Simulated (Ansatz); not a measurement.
CH4BO, SMILES `CB[O]` radical, relaxed with UKS PBE-D4/def2-SVP in Ansatz from a rough embedded geometry. The force threshold is 0.03 eV/Å; the program also tests the step.

Charge 0, multiplicity 2.

Start:

```xyz
7

C    -0.506   -0.412    0.092
B     0.712    0.468   -0.128
O     0.513    1.817   -0.628
H    -1.068   -0.529   -0.803
H    -1.233    0.033    0.856
H    -0.233   -1.451    0.501
H     1.815    0.073    0.110
```

```tsv
step	energy (eV)	largest force (eV/Å)	largest move (Å)
1	-3816.8343	3.506	0.000
2	-3817.3254	2.331	0.076
3	-3817.5070	0.357	0.090
4	-3817.5222	0.112	0.056
5	-3817.5232	0.121	0.008
6	-3817.5251	0.128	0.075
7	-3817.5366	0.040	0.200
8	-3817.5378	0.029	0.014
9	-3817.5415	0.149	0.092
10	-3817.5499	0.156	0.168
11	-3817.5533	0.119	0.092
12	-3817.5534	0.107	0.030
13	-3817.5547	0.037	0.022
14	-3817.5549	0.004	0.004
```

End:

```xyz
7

C    -0.570   -0.437    0.094
B     0.665    0.555   -0.163
O     0.805    1.439   -1.082
H    -1.367   -0.283   -0.656
H    -0.961   -0.255    1.116
H    -0.197   -1.480    0.052
H     1.626    0.460    0.638
```

Run time 17 s (2 threads of a server CPU on a shared host); peak host memory 0.4 GiB.
